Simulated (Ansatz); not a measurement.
**Worked example: SBr⁺, quintet against SBr⁺, triplet**

Geometry (PBE0/def2-TZVP stationary point of a triplet), kept for both states (SBr⁺, triplet: Σ⁻; SBr⁺, quintet: Π):

```xyz
2

S     0.0000    0.0000    0.0000
Br    0.0000    0.0000    2.0253
```

Basis cc-pVDZ; Ansatz 0.2.0. Correlated methods freeze the noble-gas cores and the filled d shells of p-block atoms. Prefix R: restricted or restricted open-shell reference; prefix U: unrestricted. No spin–orbit coupling is included, and no scalar relativity.

Full CI isn't at hand for all of this; UCCSDT(Q) serves as the reference, and is uncertain by about the last step of the cluster series.

| level | E(SBr⁺, triplet) (hartree) | E(SBr⁺, quintet) (hartree) |
| --- | --- | --- |
| UHF | -2969.568122 | -2969.383014 |
| UMP2 | -2969.779252 | -2969.563308 |
| UCCSD(T) | -2969.815122 | -2969.597794 |
| PBE | -2971.390639 | -2971.163261 |
| B3LYP | -2971.982890 | -2971.757997 |
| UCCSDT(Q) | -2969.816965 | -2969.598831 |

Problem. Give the vertical gap, SBr⁺ quintet less SBr⁺ triplet, at each level in eV (1 hartree = 27.2114 eV), and each error against UCCSDT(Q).

Solution. UCCSDT(Q): (-2969.598831 − (-2969.816965)) × 27.2114 = 5.936 eV (the reference)
B3LYP: (-2971.757997 − (-2971.982890)) × 27.2114 = 6.120 eV, error 0.184 eV
PBE: (-2971.163261 − (-2971.390639)) × 27.2114 = 6.187 eV, error 0.251 eV
UCCSD(T): (-2969.597794 − (-2969.815122)) × 27.2114 = 5.914 eV, error -0.022 eV
UMP2: (-2969.563308 − (-2969.779252)) × 27.2114 = 5.876 eV, error -0.060 eV
UHF: (-2969.383014 − (-2969.568122)) × 27.2114 = 5.037 eV, error -0.899 eV

Total energies of functionals can't be set beside those of wave-function methods, since they hold the core's correlation and their own absolute errors; only the differences compare.

In so small a basis the reference is far from its limit while semilocal and hybrid functionals are nearer theirs, so the functionals' errors here hold much of the reference's basis and frozen-core error, which can add to them or hide them.

Each level lands on the state that its own search finds. T1 diagnostics of restricted CCSD: 0.042 and 0.022.
